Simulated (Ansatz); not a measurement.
For zinc-blende GaP, revPBE in Ansatz (PAW) gives:

equilibrium lattice constant a: 5.542 Å
bulk modulus: 72.5 GPa
cohesive energy: 3.16 eV/atom
band gap: 1.52 eV
zone-centre TO phonon frequency: 338 cm⁻¹
elastic constant C11: 120 GPa
elastic constant C44: 62.8 GPa
Voigt–Reuss–Hill shear modulus: 50.2 GPa

Problem. What does r²SCAN+rVV10 in Ansatz (plane waves, PAW) give for the same quantities?

Solution. 
- lattice constant a: 5.436 Å (falls by 1.9 %)
- bulk modulus: 90.1 GPa (grows by 24 %)
- cohesive energy: 3.80 eV/atom (grows by 0.64 eV/atom)
- band gap: 1.79 eV (rises by 0.27 eV)
- zone-centre TO phonon frequency: 363 cm⁻¹ (goes up by 7.4 %)
- elastic constant C11: 144 GPa (rises by 20 %)
- elastic constant C44: 73.4 GPa (grows by 17 %)
- Voigt–Reuss–Hill shear modulus: 57.8 GPa (grows by 15 %)

For comparison: lattice constant a 5.439 Å (measured, static lattice: zero-point anharmonic expansion removed; as tabulated in Mejia-Rodriguez and Trickey (2018), arXiv:1807.09216); bulk modulus 89.6 GPa (measured, 0 K value with the zero-point phonon effect removed; as tabulated in Mejia-Rodriguez and Trickey (2018), arXiv:1807.09216); cohesive energy 3.61 eV/atom (measured, static lattice: zero-point vibration energy added, our sources range from 3.61 to 3.69; as tabulated in Mejia-Rodriguez and Trickey (2018), arXiv:1807.09216); band gap 2.43 eV (measured, zero-point renormalisation of 0.08 eV added back here (the table's ZPR column); inputs from Chen et al. (2018), doi:10.1103/physrevmaterials.2.073803); zone-centre TO phonon frequency 366 cm⁻¹ (measured, temperature not stated, not corrected to a static lattice; as tabulated in Han and Bester (2011), arXiv:1107.0196); elastic constant C11 140 GPa (measured, temperature not stated, no zero-point or thermal correction; as tabulated in Råsander and Moram (2015), arXiv:1505.02379); elastic constant C44 70 GPa (measured, temperature not stated, not corrected to a static lattice; as tabulated in Råsander and Moram (2015), arXiv:1505.02379).

Changes are worked out from the printed values.

Unless a cell is named, each level is at its own relaxed cell (revPBE 21.27, r²SCAN+rVV10 20.08 Å³/atom).

Spin–orbit coupling is included only where a level's name says +SOC; with heavier elements it mostly lowers gaps and can invert bands. Density-functional gaps are differences of (generalised) Kohn–Sham levels.

Ansatz's density-functional and Hartree–Fock values are scalar-relativistic unless marked +SOC, with PAW data made under PBE.

Ansatz is an electronic-structure program.
